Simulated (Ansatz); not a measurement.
Two isomers of C3H4N2: A = `C=NC1C=N1`, B = `CN=C=C=N`.

Program: Ansatz. Geometries: PBE0-D4/def2-TZVP. ΔE: electronic, gas phase. CCSD(T)/CBS is the MP2 limit (def2-TZVPP, def2-QZVPP) plus CCSD(T) − MP2 in def2-TZVPP, frozen cores. Functionals use def2-TZVPP. B3LYP here is the variant with VWN-RPA as its local correlation; programs differ in this. One conformer a species, not always the lowest.

Question: Which isomer does CCSD(T)/CBS put lower? Give the gap. (Best estimate.)

Answer: The calculation gave: A, by 13.9 kJ/mol.

Question: Give E(B) − E(A) in kJ/mol with B3LYP-D4, B3LYP, PBE0-D4, CCSD(T)/def2-TZVPP, B2PLYP, BLYP-D4, ωB97M-V. (Estimate.)

Answer: The calculation gave: B3LYP-D4 -17.5, B3LYP -22.0, PBE0-D4 1.3, CCSD(T)/def2-TZVPP 12.4, B2PLYP -7.6, BLYP-D4 -32.8, ωB97M-V 13.4. The order is the other way round with B3LYP-D4, B3LYP, B2PLYP, BLYP-D4.

Question: Does the order hold for the free energy at 298.15 K (harmonic terms from PBE0-D4)? (Estimate.)

Answer: The calculation gave: Yes: G(B) − G(A) = +9.2 kJ/mol, for one conformer each.

Largest T1 diagnostic: 0.016.

The D4 term adds +4.4 kJ/mol with B3LYP and +2.1 kJ/mol with PBE0; it sums over pairs of atoms, weighted by their polarisabilities, and B3LYP, whose exchange is more repulsive, gets the larger term. From BLYP to BHLYP (50 % exact exchange), in def2-TZVPP and without D4, E(B) − E(A) moves by +37.6 kJ/mol.
